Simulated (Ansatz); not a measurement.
# CHFSi (quintet): from Hartree-Fock to the top rungs, cc-pVDZ

How much of the correlation energy of CHFSi (quintet) does each wave-function method recover here?

The runs use Ansatz 0.2.0, Gaussian basis; cc-pVDZ, core rule «outside noble gas», up to 7 orbitals frozen.

To be run: UHF; CCSD(T) on ROHF; CCSD(T) on UHF; BCCD(T) on ROHF; CISD as a restricted active space (open shells left free, so some higher excitations enter); CCSDT(Q) on ROHF; CCSDT(Q) on UHF; CASSCF and NEVPT2, 16 electrons in 13 orbitals.

4 further runs of the same task are left out: 4 set aside as unsound or not needed. Runs told in other sessions of the task aren't counted.

**1. What is computed**

The geometry is a PBE0/def2-TZVP stationary point (not a proven minimum) of the parent state, kept for this charge and spin.

4 atoms, charge 0, spin multiplicity 5.

Atoms are counted from 1 here; the program's logs count them from 0.

Bond lengths: F1–C2 1.331 Å, C2–Si3 1.857 Å, C2–H4 1.094 Å. Angles: F1–C2–Si3 123.4°, F1–C2–H4 109.0°, Si3–C2–H4 127.6°.

As a file:

```xyz
4
charge 0, multiplicity 5
F     0.0000   -0.3007    1.5334
C     0.0000    0.5190    0.4846
Si    0.0000   -0.0743   -1.2746
H     0.0000    1.5537    0.8407
```

**2. UHF**

The input, in.yaml:

```yaml
crystal:
  periodic: [false, false, false]
  atoms:
    - {symbol: F, position_ang: [0.000000, -0.300700, 1.533384]}
    - {symbol: C, position_ang: [0.000000, 0.518965, 0.484561]}
    - {symbol: Si, position_ang: [0.000000, -0.074287, -1.274648]}
    - {symbol: H, position_ang: [0.000000, 1.553738, 0.840684]}
basis:
  gaussian: {orbitals: cc-pVDZ}
magnetization: {spin_polarized: true, initial_magnetization: 4}
hamiltonian: {xc: hf}
output: {orbitals: {seedname: orbitals}}
```

Launch:

```bash
$ ansatz run in.yaml --threads 1 --pin off --events-out ev --progress --plain --max-ram 2560MiB --backend cpu
```

The runs that follow: CCSD(T) on ROHF; CCSD(T) on UHF; BCCD(T) on ROHF; CISD as a restricted active space (open shells left free, so some higher excitations enter); CCSDT(Q) on ROHF; CCSDT(Q) on UHF; CASSCF and NEVPT2, 16 electrons in 13 orbitals.

Q: Predict the results of all the runs planned. Wanted: UCCSDT(Q) from the RHF energy; RMP2 from UCCSDT(Q); UMP2 from UCCSDT(Q); RCCSD from UCCSDT(Q); RCCSD(T) from UCCSDT(Q); UCCSD(T) from UCCSDT(Q); RCCSDT(Q) from UCCSDT(Q); NEVPT2 valence from UCCSDT(Q); T1 diagnostic.

The runs gave:

```
                         quantity                      value
    UCCSDT(Q) from the ROHF energy                -10.2366 eV
              RMP2 from UCCSDT(Q)               +98.9 kJ/mol
              UMP2 from UCCSDT(Q)              +100.5 kJ/mol
             RCCSD from UCCSDT(Q)               +28.2 kJ/mol
          RCCSD(T) from UCCSDT(Q)                +4.8 kJ/mol
          UCCSD(T) from UCCSDT(Q)                +4.8 kJ/mol
         RCCSDT(Q) from UCCSDT(Q)                +0.4 kJ/mol
    NEVPT2 valence from UCCSDT(Q)              +136.0 kJ/mol
levels within 1 kcal/mol (43 meV)  RCCSDT, UCCSDT, RCCSDT(Q)
                    T1 diagnostic                      0.027
   effectively unpaired electrons                       4.01
```

**Reading.** RCCSD(T) lands +4.8 kJ/mol from the yardstick (0.5 % of the correlation energy). One determinant dominates. These misses are within one basis, not against nature; the frozen cores of restricted and unrestricted runs differ, which can shift their rows.

With open shells the CI space here admits some higher excitations, so it is larger than plain CISD.
